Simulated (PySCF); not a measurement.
Simulated P 2p region for `C#P` (methylidynephosphane), binding energy against the vacuum level.

Every computed line was given a Gaussian of 0.6 eV full width at half maximum and an area set by the number of equivalent atoms (split 2:1 within a doublet); the highest printed point is 100. Level of theory: PySCF 2.14.0, delta-SCF UKS SCAN, pcX-2 on the ionised atom, pcseg-1 elsewhere, spin-free X2C.

binding energy (eV), intensity and a bar:
```
    136.4          0 
    136.5          1 
    136.6          4 #
    136.7         10 ###
    136.8         21 ######
    136.9         40 ############
    137.0         63 ###################
    137.1         86 ##########################
    137.2        100 ##############################
    137.3        100 ##############################
    137.4         86 ##########################
    137.5         65 ###################
    137.6         45 #############
    137.7         33 ##########
    137.8         31 #########
    137.9         37 ###########
    138.0         45 #############
    138.1         51 ###############
    138.2         50 ###############
    138.3         42 #############
    138.4         30 #########
    138.5         19 ######
    138.6         10 ###
    138.7          5 #
    138.8          2 
    138.9          1 
    139.0          0
```

Q: How many maxima does the curve show, and how many computed lines lie under it?

A: The curve has 2 maxima (at 137.2 and 138.1 eV). Under it lie 2 lines from 1 inequivalent phosphorus site, drawn as a 2p3/2, 2p1/2 pair.

Q: Decompose the envelope and assign each component. Numbering: `[CH:1]#[P:2]`.

A: 
```
position (eV)  relative area     line  atoms             environment
       137.25           0.67  P 2p3/2     P2  phosphorus bonded to C
       138.14           0.33  P 2p1/2     P2  phosphorus bonded to C
```

Q: What are the centre and the root-mean-square width of the whole band?

A: The area-weighted mean of the lines is 137.55 eV. Their own spread about it is 0.42 eV (rms) and each Gaussian has σ = 0.6/2.355 = 0.25 eV; the variances add, which gives 0.49 eV.

No satellites, vibrations or lifetime broadening are included. The 2p values aren't plain energy differences: one relaxed spin-free 2p hole is combined with a matrix within the shell (ground-state 2p orbital-energy differences and spin–orbit coupling). 2p3/2, the mean of its two sublevels, lies a third of the splitting below the shell's mean and 2p1/2 two thirds above it; the statistical areas are 2:1. 2p1/2 minus 2p3/2 (ligand field included): P 0.89 eV. Geometry: PBE0-D3(BJ)/def2-SVP; no solvent, vibrations or thermal averaging.
